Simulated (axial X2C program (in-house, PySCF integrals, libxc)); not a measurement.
## N₂⁺: from Re and ωe to a spectrum

A bond curve at the PBE0 level, 2c, was computed with an in-house all-electron X2C program for linear molecules (integrals from PySCF) (basis N dyall-av3z [7s7p3d2f] (cores contracted in-house)) for the state Ω = 1/2 (⟨Sz⟩ = 0.50, ⟨Lz⟩ = 0.00 at PBE0). Its fit gives Re = 1.1020 Å, ωe = 2366.6 cm⁻¹, ωexe = 13.7 cm⁻¹ and αe = 1.666e-02 cm⁻¹; the masses are 14.0031 and 14.0031 u. Two-component means X2C with spin–orbit coupling and atomic mean-field Coulomb and Gaunt terms.

Q: Find the reduced mass, Be and the force constant.

A: From the PBE0 values: μ = 7.0015 u. Be = 16.8576/(μ Re²) = 1.983 cm⁻¹. k = 5.8918×10⁻⁷ μ ωe² = 23.1 mdyn/Å.

Q: Where do the fundamental and the first overtone lie?

A: ν(1←0) = ωe − 2ωexe = 2339.2 cm⁻¹; ν(2←0) = 2ωe − 6ωexe = 4651.0 cm⁻¹.

Q: Estimate the centrifugal constant by the Kratzer relation.

A: D = 4Be³/ωe² = 5.57e-06 cm⁻¹.

Q: A Morse curve ties αe to the other constants (Pekeris). How well does that hold?

A: αe(Morse) = 6Be²/ωe × (√(ωexe/Be) − 1) = 1.623e-02 cm⁻¹; the PBE0 curve gives 1.666e-02 cm⁻¹, a ratio of 0.97.

Q: Estimate De from a Morse curve and compare with the computed well depth of 8.715 eV to N+ + N.

A: De(Morse) = ωe²/(4ωexe) = 12.672 eV against 8.715 eV computed, a ratio of 1.45. The extrapolation overshoots: the well softens faster than a Morse curve, or the lowest atomic limit lies below the one to which the curve heads.

Occupations by symmetry block were frozen at the best pattern of an incomplete PBE0 search. Dissociation energies refer to the lowest single-determinant-based atoms at the same level and basis. Density functionals use the spin component along the axis (collinear). In 2c an atomic determinant is not the ground J level, so De misses part of the atomic spin–orbit lowering. This holds for PBE0. The functionals have no current-density term, which raises determinants with orbital currents, atoms included.
